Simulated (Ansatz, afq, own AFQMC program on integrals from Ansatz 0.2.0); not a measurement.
SiNH$_{4}$, doublet in 6-31G, levels against CCSDT(Q)

| atom | x (Å) | y (Å) | z (Å) |
| --- | --- | --- | --- |
| Si | -0.0906 | 0.0000 | 0.5953 |
| N | 0.1128 | 0.0000 | -1.1178 |
| H | 0.5792 | -1.2268 | 1.1210 |
| H | 0.5792 | 1.2268 | 1.1210 |
| H | -0.0998 | -0.8301 | -1.6484 |
| H | -0.0998 | 0.8301 | -1.6484 |

Connectivity, by distances: SiH2–NH2.

Basis 6-31G. Noble-gas cores (and the filled d shells of Ga–Kr and In–Xe) are frozen. Integrals, coupled cluster, full CI and functionals: Ansatz 0.2.0; the random walks run on the same integrals in our own AFQMC program. The CISD trial takes its coefficients from CCSD amplitudes. Released means that phaseless walkers are propagated on without the constraint, phases kept. Free projection: walkers drawn from exp(T), propagated without any constraint. Its projection time is finite, and what remains of the start isn't in its error. Uncertainties: one standard error, sampling alone.

Determinant: UHF, the one that the program's search chose, which needn't be the lowest solution. The geometry is a point of a scan.

No full CI on the walks' own integrals is used here; CCSDT(Q) serves as the reference and is uncertain by about the last step of the cluster series.

```
T1 diagnostic                               : 0.0161
weight of the determinant in the CISD state : 0.911
⟨S²⟩ of the determinant                     : 0.754
size of the correlated space                : 13 electrons in 24 orbitals
```

Reference: CCSDT(Q), correlation energy -5.011 eV. The released energy is read at 2.40 1/Eh (meV from the phaseless value at times in 1/Eh: 9 ± 9 at 0.24, -1 ± 9 at 0.51, 2 ± 9 at 0.99, 11 ± 9 at 1.62, 11 ± 12 at 2.40).

```json
{"level": "HF", "E − E(reference) (kcal/mol)": "115.56", "share of correlation (%)": "0.00"}
{"level": "MP2", "E − E(reference) (kcal/mol)": "16.90", "share of correlation (%)": "85.37"}
{"level": "CCSD", "E − E(reference) (kcal/mol)": "2.48", "share of correlation (%)": "97.85"}
{"level": "CCSD(T)", "E − E(reference) (kcal/mol)": "0.55", "share of correlation (%)": "99.52"}
{"level": "CCSDT", "E − E(reference) (kcal/mol)": "0.27", "share of correlation (%)": "99.77"}
{"level": "ph-AFQMC/HF", "E − E(reference) (kcal/mol)": "-0.01 ± 1.25", "share of correlation (%)": "100.01"}
{"level": "ph-AFQMC/CISD", "E − E(reference) (kcal/mol)": "-0.10 ± 0.26", "share of correlation (%)": "100.08"}
{"level": "released AFQMC", "E − E(reference) (kcal/mol)": "0.15 ± 0.27", "share of correlation (%)": "99.87"}
{"level": "free AFQMC", "E − E(reference) (kcal/mol)": "-0.10 ± 0.26", "share of correlation (%)": "100.09"}
```

Free projections are given only where their last times agree within the noise and don't stop above the reference; a slow remainder of the start can still hide under it. A walk keeps the symmetry of its determinant, which the program's search chose and which needn't be the lowest solution, so a lower state of the same spin and another symmetry isn't excluded. Released energies are given only where the last usable release times agree within the noise; a slower fall can still hide under it.
